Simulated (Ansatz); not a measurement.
One element changed: vertical spin gaps of AlH, InH

Ansatz 0.2.0, functionals in def2-QZVPP, HF, MP2 and coupled cluster extrapolated from def2-TZVPP and def2-QZVPP (exp(−7.88 √X), X^−2.97); geometries are PBE0/def2-TZVP minima. Wave-function levels freeze the cores with the filled d shells of p-block atoms; HF, MP2 and coupled cluster are restricted for singlets and unrestricted otherwise, restricted open-shell where a d shell is frozen. The best estimate adds to that CCSD(T) limit the step from CCSD(T) to the highest level run in a smaller set (full CI/cc-pVQZ, full CI/def2-TZVPP). It lacks core correlation, which semilocal and hybrid functionals hold and which counts in their errors here, (a few kJ/mol in atomization energies of light atoms) is good to about 1 kcal/mol where the step is under 0.06 eV, as here, and is no measured value. An error is the level's value less this estimate. Energies are electronic, without zero-point terms. No spin–orbit coupling; scalar relativity only by core potentials past Kr. CCSD(T)'s error is that step with its sign reversed, by construction, and steps from double-zeta sets run high. The species are chosen: bound, without strong static correlation by their natural occupations or amplitudes, in their lowest spin state as far as vertical gaps and like structures tell, without the heavier p-block dimers whose ³Σ⁻ and ³Π states nearly coincide, and with a ladder that closes on the reference, so errors are smaller than for species at large; levels whose determinant breaks symmetry or spin markedly are left out.

```tsv
species	bonds (Å)	quantity	symmetry of the states	reference	value (kJ/mol)	error CCSD	error CCSD(T)
AlH, singlet	Al–H 1.665	triplet less singlet, vertical	Σ⁺ / Π	limit + step to full CI/cc-pVQZ	183.5	0.7	0.4
InH, singlet	In–H 1.850	triplet less singlet, vertical	Σ⁺ / Π	limit + step to full CI/def2-TZVPP	193.8	1.1	0.0
```

The reference rises from Al to In, by 10.3 kJ/mol in all.
